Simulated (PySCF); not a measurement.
Compound: sodium diatomic, Na2.
Z-matrix (Å and degrees, PBE0-D3(BJ)/def2-SVP geometry), rows numbered from 1:
```
Na
Na  1  3.1265
```

All values: PBE0/pcSseg-1 and CAM-B3LYP/def2-SVPD (PySCF, non-relativistic), on one gas-phase PBE0-D3(BJ)/def2-SVP geometry that isn't relaxed in the solvent. The solvent is an IEF-PCM continuum (Bondi radii, 1.10 Å for H, scaled by 1.2). Only the electrostatic response of the medium enters.

Gas phase at PBE0/pcSseg-1: HOMO -3.57 eV, LUMO -1.34 eV, dipole 0.00 D.

**Question.** What does the continuum do to the energy, the frontier levels and the dipole at PBE0/pcSseg-1 in tetrahydrofuran and dimethylsulfoxide?

**Answer.** 
```json
{"solvent": "tetrahydrofuran", "ε": "7.426", "E(solvent) − E(gas) (kcal/mol)": "-1.75", "polarisation term (kcal/mol)": "-2.07", "distortion of the solute (kcal/mol)": "0.32", "HOMO (eV)": "-3.51", "LUMO (eV)": "-1.05", "dipole (D)": "0.00"}
{"solvent": "dimethylsulfoxide", "ε": "46.83", "E(solvent) − E(gas) (kcal/mol)": "-2.22", "polarisation term (kcal/mol)": "-2.73", "distortion of the solute (kcal/mol)": "0.51", "HOMO (eV)": "-3.52", "LUMO (eV)": "-1.00", "dipole (D)": "0.00"}
```

The first energy column is the sum of the next two and covers electrostatics alone. From tetrahydrofuran to dimethylsulfoxide the lowering changes by a factor 1.27, Onsager's factor (ε − 1)/(2ε + 1) by 1.19 and ε itself by 6.3. Charge and dipole vanish, so a point-dipole model would give no lowering at all.

Gas phase at CAM-B3LYP/def2-SVPD: HOMO -4.34 eV, LUMO -0.76 eV, dipole 0.00 D.

**Question.** What does the continuum do to the energy, the frontier levels and the dipole at CAM-B3LYP/def2-SVPD in tetrahydrofuran and dimethylsulfoxide?

**Answer.** 
```
          solvent      ε  E(solvent) − E(gas) (kcal/mol)  polarisation term (kcal/mol)  distortion of the solute (kcal/mol)  HOMO (eV)  LUMO (eV)  dipole (D)
  tetrahydrofuran  7.426                           -1.94                         -2.41                                 0.47      -4.34      -0.48        0.00
dimethylsulfoxide  46.83                           -2.50                         -3.26                                 0.76      -4.37      -0.42        0.00
```

**Question.** How does the static polarisability (CAM-B3LYP/def2-SVPD, frozen core, with the continuum's full static response) change?

**Answer.** 
```csv
medium,isotropic (au),principal values (au),⟨r²⟩ of the electrons (bohr²)
gas,234.5,"187.3, 187.3, 328.8",232.8
tetrahydrofuran,417.7,"352.0, 352.2, 548.8",230.2
dimethylsulfoxide,495.2,"445.4, 445.7, 594.5",229.7
```

The isotropic value in dimethylsulfoxide is 2.11 times the gas-phase one; no cavity-field correction is applied. ⟨r²⟩ is taken about the centre of nuclear charge.

Time: 4.4 s wall, 2.5 s CPU; peak memory 0.26 GiB. Hardware: an Intel Xeon at 2.50 GHz with one thread, no GPU, shared host with 64 logical CPUs at a one-minute load of 42. This is the whole shielding run at PBE0/pcSseg-1 in dimethylsulfoxide, SCF included.
